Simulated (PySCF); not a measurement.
# C4H8F2 (CH3CH2CH2CHF2): the cost of one run

Programs: PySCF 2.14.0, with density-fitted response routines of our own. Each step states its level of theory. These are calculated values for one molecule in the gas phase, unless marked as measured. Atoms count from 0, in the outputs and in this text.

## (1) Starting geometry

14 atoms, charge 0, multiplicity 1; geometry from: MMFF94s. The atoms were then displaced at random by about 0.03 Å, so the start is not that level's minimum.

Bonds of the start (Å): C0–C1 1.60, C1–C2 1.55, C2–C3 1.38, C3–F4 1.41, C3–F5 1.41, C0–H6 1.14, C0–H7 1.01, C0–H8 1.03, C1–H9 1.08, C1–H10 1.13, C2–H11 1.15, C2–H12 1.09, C3–H13 1.14.

## (2) Relaxing the molecule at PBE0-D3(BJ)/def2-SVP

Job settings and geometry (Å):

```
{"job": {"xc": "PBE0", "basis": "def2-SVP", "d3": "d3bj", "grid": 1, "shake": 0.03, "kind": "geom"}, "charge": 0, "multiplicity": 1}
C      1.909530     0.317670    -0.328940
C      0.424970     0.629780     0.173410
C     -0.463850    -0.634190     0.111440
C     -1.706350    -0.378540     0.648250
F     -2.460880     0.473140    -0.178370
F     -2.519570    -1.530960     0.603070
H      2.464980     1.310650    -0.300720
H      2.408060    -0.345830     0.245410
H      1.820860     0.066500    -1.322420
H     -0.038920     1.420200    -0.392690
H      0.474370     1.007900     1.235380
H      0.087370    -1.418410     0.746730
H     -0.549990    -0.963110    -0.922970
H     -1.870000     0.001360     1.705740
```

Launch:

```console
OMP_NUM_THREADS=1 python probes_run.py task.json out
```

One launch serves the whole session: the jobs run in the order shown.

**Question.** How long does this first job take on 1 thread of Arm Neoverse V2, shared host, and how much memory does it need?

About 46 s, with a peak of 0.5 GiB.
